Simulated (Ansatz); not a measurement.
Density of states of NbAu2 (P6/mmm, a = 4.661 Å, b = 4.661 Å, c = 2.744 Å, α = 90.00°, β = 90.00°, γ = 120.00°), in states per eV and primitive cell, averaged over bins of 0.3 eV. Computed with DFT r2SCAN, scalar-relativistic, plane waves, PAW in Ansatz.

Cutoff 500 eV; k points 12×12×16 on the computed 3-atom cell (Γ-centred); Gaussian smearing, width 0.10 eV; no spin polarisation.

The cell is relaxed at this level. The states (both spins) are summed by tetrahedra on a 18×18×24 mesh at the self-consistent density. Energies are bin centres; the table starts no lower than −8 eV and ends at 6 eV, or lower where the solved bands end.

It is a metal at this level.

```csv
E − E_F (eV),total,Au 5d,Nb 4d,Au 6s,Nb 5s
-7.90,1.06,0.32,0.11,0.53,0.07
-7.60,2.84,1.69,0.33,0.69,0.09
-7.30,5.02,3.86,0.44,0.55,0.13
-7.00,6.02,5.02,0.41,0.42,0.14
-6.70,7.40,6.55,0.37,0.33,0.09
-6.40,5.27,4.74,0.28,0.14,0.07
-6.10,4.25,3.87,0.19,0.11,0.03
-5.80,3.58,3.19,0.11,0.10,0.12
-5.50,2.56,2.18,0.08,0.06,0.18
-5.20,3.52,3.25,0.12,0.03,0.08
-4.90,5.68,5.13,0.38,0.07,0.05
-4.60,5.46,4.64,0.57,0.16,0.04
-4.30,5.00,4.22,0.36,0.26,0.09
-4.00,4.81,3.85,0.40,0.40,0.10
-3.70,3.05,2.68,0.15,0.15,0.04
-3.40,2.05,1.78,0.10,0.10,0.04
-3.10,2.71,2.16,0.24,0.21,0.05
-2.80,2.41,1.51,0.52,0.25,0.07
-2.50,1.96,0.68,0.94,0.19,0.07
-2.20,1.73,0.50,0.94,0.14,0.07
-1.90,1.73,0.32,1.07,0.11,0.10
-1.60,2.08,0.33,1.28,0.11,0.15
-1.30,2.72,0.42,1.70,0.10,0.20
-1.00,2.19,0.29,1.42,0.06,0.12
-0.70,1.20,0.16,0.87,0.02,0.05
-0.40,0.85,0.13,0.65,0.01,0.02
-0.10,0.81,0.12,0.62,0.01,0.01
0.20,1.07,0.13,0.81,0.02,0.02
0.50,1.94,0.27,1.43,0.08,0.05
0.80,3.67,0.50,2.51,0.24,0.23
1.10,4.21,0.53,2.83,0.31,0.19
1.40,2.59,0.28,1.93,0.13,0.06
1.70,1.53,0.14,1.08,0.10,0.04
2.00,1.22,0.08,0.83,0.13,0.04
2.30,1.52,0.08,1.06,0.18,0.05
2.60,1.98,0.07,1.54,0.17,0.06
2.90,1.96,0.08,1.37,0.26,0.06
3.20,1.39,0.06,0.63,0.37,0.05
3.50,1.27,0.06,0.43,0.45,0.04
3.80,0.99,0.04,0.28,0.36,0.03
4.10,0.73,0.02,0.17,0.22,0.04
4.40,0.67,0.02,0.12,0.18,0.04
4.70,0.96,0.03,0.14,0.35,0.04
5.00,0.96,0.03,0.14,0.29,0.05
5.30,1.03,0.02,0.15,0.23,0.11
5.60,0.89,0.02,0.10,0.20,0.09
```

The columns after the total are the Löwdin projections on the occupied valence shells of the potentials. The rest of the total lies in shells that are empty in the free atom, which aren't projected, and between the atoms.

Spin-orbit coupling is left out, which matters for the bands of heavy elements.

Cost: 1 run of about 2 core-minutes, on Arm Neoverse V1 (shared hosts).